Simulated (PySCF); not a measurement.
**How well do the runs reproduce experiment for water?**

**Measured values to compare with.**

From NIST CCCBDB Release 22 (SRD 101), experimental polarizabilities, for the gas: mean polarisability 1.501 Å³.

The runs below try to reproduce these values; the comparison stands at the end.

Water, H₂O.
Atom-mapped SMILES: `[OH2:1]` (hydrogens: H2, H3 on O1)

Cartesian coordinates in Å at the GFN2-xTB level; atoms count from 1:
```
atom  x, y, z in Å
O1     0.004    0.379   -0.003
H2    -0.769   -0.190   -0.011
H3     0.776   -0.192    0.001
```

The PySCF runs (gas phase, on this GFN2-xTB geometry; no spin–orbit coupling):

```csv
level,job,basis functions,wall time
CAM-B3LYP/def2-SVPD,"8 singlets by full TDDFT, 3 Tamm–Dancoff triplets, polarisability",39,0.9 s
```

Hardware: one thread of an Arm Neoverse V1, on a shared host.

Results beside the measurements:

**Mean polarisability.** Measured: 1.501 Å³ (NIST CCCBDB Release 22 (SRD 101), experimental polarizabilities).

```csv
level,computed (Å³),computed − measured (Å³),% (from the printed values)
CAM-B3LYP/def2-SVPD,1.409,-0.092,-6
```

The computed values are static and purely electronic, with core orbitals frozen in the response (1 au = 0.148185 Å³). The table of measured values doesn't say here whether a value is static or optical, or holds a vibrational part.

The geometry is computed, not the measured one. Where a level misses, the cause wasn't examined.
